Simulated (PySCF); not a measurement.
hydrogen sulfide: proton affinities at several levels

Structure: `S` (H2S). Atom numbers as in the mapped SMILES `[SH2:1]`.

All levels share the PBE0-D3(BJ)/def2-SVP structures and the PBE0-D3(BJ)/def2-SVP thermal terms; only the single-point energies (PySCF) change. Values are proton affinities (298 K, kJ/mol).

Measured (NIST Chemistry WebBook): proton affinity (−ΔH) 703 kJ/mol.

| level | S1 | time |
| --- | --- | --- |
| MP2/aug-cc-pVTZ | 701 | 2.9 s |
| CCSD(T)/aug-cc-pVTZ | 707 | 27 s |
| HF/aug-cc-pVTZ | 713 | 0.46 s |
| B3LYP-D3(BJ)/def2-TZVP | 714 | – |

Times are wall times for all single points of a level on 1 thread of Arm Neoverse V1, a shared host; the dash marks the run that also made the structures.

Hartree-Fock leaves out electron correlation, so its proton affinities can be off by tens of kJ/mol.

The spread: 13 kJ/mol, from 701 to 714.

---

## How the method moves the proton affinities of `[SiH3]P` (H5PSi)

Non-hydrogen atoms are numbered in `[SiH3:1][PH2:2]`.

All levels share the PBE0-D3(BJ)/def2-SVP structures and the PBE0-D3(BJ)/def2-SVP thermal terms; only the single-point energies (PySCF) change. Values are proton affinities (298 K, kJ/mol).

| level | P2 | time |
| --- | --- | --- |
| M06-2X/def2-TZVP | 831 | – |
| MP2/ma-def2-TZVP | 832 | 4.4 s |
| CCSD(T)/ma-def2-TZVP | 835 | 41 s |
| HF/ma-def2-TZVP | 866 | 1.2 s |

Times are wall times for all single points of a level on 1 thread of Intel Xeon Platinum 8488C, a shared host; the dash marks the run that also made the structures.

Hartree-Fock leaves out electron correlation, so its proton affinities can be off by tens of kJ/mol.

The spread: 35 kJ/mol, from 831 to 866.

Caveats: protonation of a hydridic H, with loss of H₂, was not considered.

---

## `[AlH2][Cl]` (AlClH2): proton affinities at several levels

Atom numbers as in the mapped SMILES `[AlH2:1][Cl:2]`.

All levels share the PBE0-D3(BJ)/def2-SVP structures and the PBE0-D3(BJ)/def2-SVP thermal terms; only the single-point energies (PySCF) change. Values are proton affinities (298 K, kJ/mol).

| level | Cl2 | time |
| --- | --- | --- |
| MP2/ma-def2-TZVP | 649 | 2.7 s |
| M06-2X/def2-TZVP | 651 | – |
| HF/ma-def2-TZVP | 656 | 0.73 s |
| CCSD(T)/ma-def2-TZVP | 659 | 16 s |

Times are wall times for all single points of a level on 1 thread of AMD EPYC 7B13, a shared host; the dash marks the run that also made the structures.

Hartree-Fock leaves out electron correlation, so its proton affinities can be off by tens of kJ/mol.

The spread: 10 kJ/mol, from 649 to 659.

Known limits: protonation of a hydridic H, with loss of H₂, was not considered.
